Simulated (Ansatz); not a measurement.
**C4H8: up Jacob's ladder to CCSD(T)**

One table from this session's results is given with a row withheld; the runs are named, their logs left out.

Method: functionals in def2-TZVPP, the program's frozen cores in correlated methods; program: Ansatz 0.2.0, Gaussian basis.

Levels to be run: LDA (SPW92), PBE-D4, revPBE-D4, BLYP-D4, r2SCAN-D4, B97M-V, PBE0-D4, B3LYP-D4, r2SCANh-D4, r2SCAN0-D4, HSE06-D4, BHLYP-D4, CAM-B3LYP-D4, LC-ωPBE, ωB97X-V, ωB97M-V, B2PLYP, PBE-QIDH; CCSD(T)/def2-SVP; CCSD(T)/def2-TZVPP; MP2/def2-QZVPP; extrapolation to the limit; RPA on PBE.

## Structure used throughout

All runs share one geometry, relaxed beforehand with PBE0-D4 in a triple-zeta def2 set.

SMILES `CC1CC1`, 12 atoms, charge 0, spin multiplicity 1.

Atoms are counted from 1 here; the program's logs count them from 0.

Bond lengths: C1–C2 1.501 Å, C1–H5 1.094 Å, C1–H6 1.094 Å, C1–H7 1.094 Å, C2–C3 1.497 Å, C2–C4 1.497 Å, C2–H8 1.086 Å, C3–C4 1.501 Å, C3–H9 1.083 Å, C3–H10 1.084 Å, C4–H11 1.084 Å, C4–H12 1.083 Å. Angles: C2–C1–H5 111.4°, C2–C1–H6 111.4°, C2–C1–H7 110.7°, H5–C1–H6 107.9°, H5–C1–H7 107.6°, H6–C1–H7 107.6°, C1–C2–C3 120.0°, C1–C2–C4 120.0°, C1–C2–H8 114.8°, C3–C2–C4 60.2°, C3–C2–H8 115.5°, C4–C2–H8 115.5°, C2–C3–C4 59.9°, C2–C3–H9 118.7°, C2–C3–H10 117.4°, C4–C3–H9 118.2°, C4–C3–H10 117.7°, H9–C3–H10 114.3° and more.

The first run:

Contents of in.yaml:

```yaml
crystal:
  periodic: [false, false, false]
  atoms:
    - {symbol: C, position_ang: [-0.930132, 1.036208, -0.440432]}
    - {symbol: C, position_ang: [-0.402878, -0.134533, 0.337722]}
    - {symbol: C, position_ang: [1.045665, -0.195650, 0.710566]}
    - {symbol: C, position_ang: [0.495453, -1.131859, -0.325119]}
    - {symbol: H, position_ang: [-1.829369, 0.769646, -1.002827]}
    - {symbol: H, position_ang: [-1.181004, 1.872864, 0.217621]}
    - {symbol: H, position_ang: [-0.184079, 1.390692, -1.157213]}
    - {symbol: H, position_ang: [-1.092113, -0.541311, 1.071525]}
    - {symbol: H, position_ang: [1.317360, -0.603468, 1.676280]}
    - {symbol: H, position_ang: [1.683127, 0.612877, 0.371618]}
    - {symbol: H, position_ang: [0.763138, -0.952530, -1.360079]}
    - {symbol: H, position_ang: [0.391931, -2.178136, -0.065661]}
basis:
  gaussian: {orbitals: def2-TZVPP}
hamiltonian: {xc: lda}
output: {orbitals: {seedname: orbitals}}
```

The run is started by

```sh
$ ansatz run in.yaml --threads 2 --pin off --events-out ev --progress --plain --max-ram 4352MiB
```

Steps of the session up to this table: LDA; PBE-D4 (GGA); revPBE-D4 (GGA); BLYP-D4 (GGA); r2SCAN-D4 (meta-GGA); B97M-V (meta-GGA); B3LYP-D4 (hybrid); r2SCANh-D4 (hybrid); r2SCAN0-D4 (hybrid); HSE06-D4 (hybrid); BHLYP-D4 (hybrid); CAM-B3LYP-D4 (range-separated); LC-ωPBE (range-separated); ωB97X-V (range-separated); ωB97M-V (range-separated); B2PLYP (double hybrid); PBE-QIDH (double hybrid).

One table of the session follows, with a row left open; its other results are not shown here.

It belongs to the step «Frontier levels by functional». 

| functional | HOMO (eV) | LUMO (eV) | gap (eV) |
| --- | --- | --- | --- |
| LDA (SPW92) | ? | ? | ? |
| PBE-D4 | -6.60 | 0.78 | 7.38 |
| revPBE-D4 | -6.55 | 0.83 | 7.39 |
| BLYP-D4 | -6.49 | 0.75 | 7.23 |
| r2SCAN-D4 | -6.83 | 1.61 | 8.44 |
| B97M-V | -6.94 | 0.94 | 7.88 |
| PBE0-D4 | -7.89 | 1.58 | 9.47 |
| B3LYP-D4 | -7.68 | 1.23 | 8.91 |
| r2SCANh-D4 | -7.31 | 1.84 | 9.15 |
| r2SCAN0-D4 | -8.04 | 2.15 | 10.19 |
| HSE06-D4 | -7.49 | 1.21 | 8.70 |
| BHLYP-D4 | -9.09 | 2.17 | 11.25 |
| CAM-B3LYP-D4 | -9.29 | 2.34 | 11.63 |
| LC-ωPBE | -10.67 | 3.64 | 14.32 |
| ωB97X-V | -10.29 | 3.45 | 13.74 |
| ωB97M-V | -10.18 | 3.01 | 13.19 |

**Question.** Estimate the row for LDA (SPW92).

The run gave: HOMO (eV): -6.72; LUMO (eV): 0.65; gap (eV): 7.37. In the column «HOMO (eV)» it lies between r2SCAN-D4 (-6.83) and PBE-D4 (-6.60).
